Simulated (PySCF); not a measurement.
**Reproducing measurements on ketene**

**Measured values to compare with.**

From NIST CCCBDB Release 22 (SRD 101), experimental dipoles, for the gas: dipole moment (microwave Stark effect) 1.42 D.

The runs below try to reproduce these values; the comparison stands at the end.

Compound: ketene, C₂H₂O.
Atom-mapped SMILES: `[CH2:1]=[C:2]=[O:3]` (hydrogens: H4, H5 on C1)

Cartesian coordinates in Å at the PBE0/def2-TZVP level; atoms count from 1:
```xyz
5
C2H2O angstrom
C     -0.450   -0.054    0.221
C      0.784   -0.067   -0.209
O      1.876   -0.079   -0.588
H     -1.026   -0.967    0.209
H     -0.877    0.871    0.580
```

The PySCF runs (gas phase, on this PBE0/def2-TZVP geometry; no spin–orbit coupling):

| level | job | basis functions | wall time |
| --- | --- | --- | --- |
| PBE0/def2-TZVP, grid level 1 | geometry optimisation from a GFN2-xTB start | 105 | 4.6 s |

Hardware: an Arm Neoverse V2 with one thread, no GPU, on a shared host.

**Comparison with experiment**

**Dipole moment.** Measured: 1.42 D (NIST CCCBDB Release 22 (SRD 101), experimental dipoles).

```tsv
level	computed (D)	computed − measured (D)	% (from the printed values)
PBE0/def2-TZVP	1.45	+0.03	+2
```

The computed dipoles belong to one fixed geometry; measured ones are averaged over vibrations unless marked μe. Magnitudes are compared, not signs.

The geometry is computed, not the measured one. Where a level misses, the cause wasn't examined.
